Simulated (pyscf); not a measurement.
H₂P–PH₂ (SMILES PP) + GaH₃ (SMILES [GaH3]) -> H₂P–PH–GaH₂ (SMILES P[PH][GaH2]) + H₂ (SMILES [H][H]), a four-centre exchange (singlet surface; H–P, Ga–H broken, Ga–P, H–H formed). Single points on ωB97X-D3(BJ)/def2-SVP structures (PySCF, gas phase). Energies in kcal/mol from the separated reactants.

Small-basis levels: PySCF, no dispersion term, spherical d functions. AM1 to PM7: differences of heats of formation from MOPAC, which are fitted to 298 K values and so differ in kind from electronic energies by zero-point and thermal terms. Cost: rough CPU time at the saddle relative to B3LYP/6-31G*+LANL2DZ, from one job on a shared machine.

```tsv
level	barrier	reaction energy	cost
HF/STO-3G	46.8	-3.6	0.1
HF/3-21G	35.9	-3.9	0.1
HF/6-31G*+LANL2DZ	48.4	+3.6	0.1
MP2/6-31G*+LANL2DZ	33.5	-7.9	0.2
SVWN5/6-31G*+LANL2DZ	9.4	-11.8	1
PBE/6-31G*+LANL2DZ	19.1	-9.6	2
B3LYP/STO-3G	25.5	-10.0	1
B3LYP/6-31G*+LANL2DZ	29.7	-3.8	1
M06-2X/6-31G*+LANL2DZ	26.0	-8.9	2
PBE/def2-SVP	15.7	-10.1	3
B3LYP/def2-SVP	26.0	-4.6	2
PM7	64.1	+37.1	under 0.02
ωB97M-D3(BJ)/def2-TZVP	26.9	-8.5	–
```

Against the last row the barrier runs from -17.4 (SVWN5/6-31G*+LANL2DZ) to +37.3 kcal/mol (PM7). ωB97M-D3(BJ)/def2-TZVP has limits of its own. On the reactant side the descent ends in an adduct with a Ga–P contact (not fully relaxed), 19.8 kcal/mol under the separated species and 41.0 kcal/mol under the saddle at ωB97X-D3(BJ)/def2-TZVP. What is counted as formed (Ga–P) is already present as a longer contact in the reactant adduct; forming that adduct is a step of its own. At ωB97X-D3(BJ)/def2-TZVP the barrier from the zero used here is 21.2 kcal/mol. H₂P–PH–GaH₂ is closed by a dative Ga–P contact. H₂P–PH–GaH₂ lies 8.8 kcal/mol over its isomer H₂P–GaH–PH₂ (electronic energy, ωB97M-D3(BJ)/def2-TZVP). This is the saddle that the search found; another between the same sides may lie lower. In the def2 sets elements up to Kr have no core potential.
